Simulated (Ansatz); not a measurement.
A nudged elastic band was laid between two geometries of CH₅OS (8 atoms, charge 1, multiplicity 1).

These are results of Ansatz, RKS PBE0-D4/6-31G, not measurements.

- movable images: 9
- climbing image: yes
- spring: 5.0 eV/Å²
- optimiser: lbfgs
- start path: through a guess of the saddle point
- force threshold: 0.03 eV/Å
- iteration limit: 60
- end points: relaxed

Initial state:

```xyz
8
Properties=species:S:1:pos:R:3
C -0.835 0.695 0.005
S 0.803 -0.005 0.583
O 0.747 -1.519 -0.322
H -1.605 0.211 0.605
H -0.940 0.464 -1.055
H -0.808 1.771 0.194
H 1.655 0.652 -0.285
H 0.984 -2.269 0.275
```

Final state:

```xyz
8
Properties=species:S:1:pos:R:3
C -0.786 0.752 -0.013
S 0.968 0.123 0.176
O 0.602 -1.603 0.180
H -1.301 0.090 -0.711
H -0.722 1.777 -0.386
H -1.232 0.722 0.980
H 1.379 0.183 -1.143
H 1.091 -2.044 0.917
```

Question: Which bonds break or form, and what moves?

Answer: No bond is made or broken. The dihedral H5–C1–S2–O3 goes from -40 to -160°. The two ends are copies of one structure, up to a mirror image or an exchange of like atoms.

Question: What energy profile does the band end with?

Answer: The forces met the threshold. The highest image is number 5 of 0 to 10, 0.061 eV above the ends, which have the same energy within 2 meV. Another band between the same ends (9 images) ends at a top of the same energy, where a vibrational analysis finds 1 clearly imaginary mode. Limits of this set-up: no polarisation functions, the dipole of an ion depends on the origin.

```tsv
image	path coordinate (Å)	energy (eV)	dihedral H5–C1–S2–O3 (°)
0	0.00	0.000	-40
1	0.31	0.006	-52
2	0.61	0.022	-63
3	0.92	0.041	-75
4	1.22	0.056	-88
5	1.53	0.061	-100
6	1.83	0.055	-112
7	2.13	0.039	-124
8	2.43	0.020	-136
9	2.73	0.006	-148
10	3.03	0.000	-160
```

Question: What is the geometry of the highest image?

Answer: 
```xyz
8
Properties=species:S:1:pos:R:3
C -0.805 0.753 -0.013
S 0.920 0.091 0.359
O 0.611 -1.608 -0.011
H -1.456 -0.123 0.031
H -0.817 1.206 -1.003
H -1.039 1.469 0.775
H 1.566 0.387 -0.826
H 1.019 -2.175 0.688
```

The band took 25 iterations and about 4 core-minutes.

The run took 4.3 min on 1 thread of Arm Neoverse V2 (shared host), peak memory 0.098 GiB.
